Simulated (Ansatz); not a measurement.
**How far each method lies from full CI for [H···H···H], doublet**

Geometry: a point of a hydrogen-transfer path between rigid fragments, not a stationary point.

| atom | x (Å) | y (Å) | z (Å) |
| --- | --- | --- | --- |
| H | 0.0000 | 0.0000 | -0.8297 |
| H | 0.0000 | 0.0000 | -0.0527 |
| H | 0.0000 | 0.0000 | 0.8823 |

Basis cc-pVQZ; Ansatz 0.2.0. Correlated methods freeze the noble-gas cores, which leaves 3 electrons in 90 orbitals. Prefix R: restricted or restricted open-shell reference; prefix U: unrestricted. Active spaces: valence = (3e, 3o) chosen from the atoms' valence shells.

Full CI is exact within this basis and frozen core; it isn't the basis-set limit.

For open shells CISD is restricted-active-space CI with the open shells as a complete middle space.

* UHF ⟨S²⟩: 0.773
* T1 diagnostic (RCCSD): 0.0339
* largest doubles amplitude (RCCSD): 0.059
* T1 diagnostic (UCCSD): 0.0163

```csv
level,E − E(full CI) (meV),share of correlation (%),wall time
RHF,1628,0.00,–
UHF,1425,12.46,–
RMP2,298,81.70,–
UMP2,301,81.49,–
CISD,17,98.95,2.8 s
RCCSD,19,98.86,–
UCCSD,16,99.03,–
RCCSD(T),3,99.82,1.5 s
UCCSD(T),3,99.82,1.4 s
BCCD(T),3,99.83,2 s
RCCSDT,0,100.00,38 s
UCCSDT,0,100.00,41 s
CASSCF (valence space),972,40.28,–
NEVPT2 (valence space),240,85.24,0.81 s
```

The correlation energy at full CI, counted from RHF, is -1.628 eV. That run took 6 s on 1 thread of Arm Neoverse V2, shared host over 96,147 determinants.

Times hold each run's SCF and search for its determinant on a shared host, so for small cases they say little of a method's own cost; they ran on 1 thread of Arm Neoverse V2.

The full-CI state has the irrep A1 of C2v, in the program's axes (one component, if the state is degenerate).

Natural occupations of full CI about the gap: 1.957 0.996 0.022 0.006 0.005 0.004 0.004 0.002 0.002 0.001; effectively unpaired electrons, Σ n²(2−n)², 1.01.
